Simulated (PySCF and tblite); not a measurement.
Results of a calculation; reference values are marked as such.
C₄H₇N, numbered as in [C-:1]#[N+:2][CH2:3][CH2:4][CH3:5].

Search: ETKDG and KDG, MMFF94s, GFN2-xTB, 90 starts; geometries at PBE0-D3(BJ)/def2-SVP. Weights use PBE0-D3(BJ)/def2-TZVP (IEF-PCM, chloroform) energies plus GFN2-xTB zero-point and thermal terms (modes under about 100 cm⁻¹ blended into free rotors). Symmetry numbers and mirror images are counted. Conformers within 3 kcal/mol (GFN2-xTB free energy) were kept, 8 at most. Couplings: B3LYP/pcJ-1 (gas phase; spin-dipole term only for pairs with B, N, F, Si or P). Couplings are for ¹³C, ¹H, ¹⁵N; a prime marks the second kind of pair between the same two sets of atoms. Codes: tblite and PySCF.

Torsions listed: N2–C3–C4–C5. Of a mirror pair one member is shown.

```json
{"conformer": "1", "shape": "61°", "weight %": "70.7"}
{"conformer": "2", "shape": "180°", "weight %": "29.3"}
```

Problem. Give the couplings in each conformer and the averages at 298.15 K (pairs that fast motion interchanges averaged).

Solution. 
| coupling | pairs | 1 | 2 | average (Hz) |
| --- | --- | --- | --- | --- |
| ¹J(C1,N2) | 1 | -9.1 | -9.1 | -9.1 |
| ³J(C1,H3) | 2 | 2.8 | 2.8 | 2.8 |
| ¹J(N2,C3) | 1 | -13.4 | -14.0 | -13.6 |
| ²J(N2,C4) | 1 | 0.6 | 0.3 | 0.5 |
| ³J(N2,C5) | 1 | -0.5 | -3.1 | -1.3 |
| ²J(N2,H3) | 2 | 2.1 | 2.1 | 2.1 |
| ³J(N2,H4) | 2 | -4.2 | -1.2 | -3.3 |
| ¹J(C3,C4) | 1 | 37.0 | 37.2 | 37.1 |
| ¹J(C3,H3) | 2 | 146.5 | 145.7 | 146.2 |
| ²J(C3,H4) | 2 | -2.6 | -5.2 | -3.3 |
| ³J(C3,H5) | 3 | 6.5 | 8.0 | 6.9 |
| ¹J(C4,C5) | 1 | 37.7 | 36.7 | 37.4 |
| ²J(H3,C4) | 2 | -3.2 | -3.6 | -3.4 |
| ¹J(C4,H4) | 2 | 133.6 | 136.0 | 134.3 |
| ²J(C4,H5) | 3 | -3.5 | -3.5 | -3.5 |
| ³J(H3,C5) | 2 | 6.2 | 1.9 | 4.9 |
| ²J(H4,C5) | 2 | -3.2 | -3.6 | -3.4 |
| ¹J(C5,H5) | 3 | 133.4 | 132.7 | 133.2 |
| ²J(H3,H3) | 1 | -17.1 | -16.9 | -17.1 |
| ³J(H3,H4) | 2 | 9.2 | 5.0 | 7.9 |
| ³J(H3,H4′) | 2 | 3.6 | 14.7 | 6.8 |
| ²J(H4,H4) | 1 | -15.4 | -14.7 | -15.2 |
| ³J(H4,H5) | 6 | 8.2 | 8.4 | 8.3 |
| ²J(H5,H5) | 3 | -14.3 | -14.3 | -14.3 |

Only couplings over up to 3 bonds are listed; longer-range ones, if any, are left out.
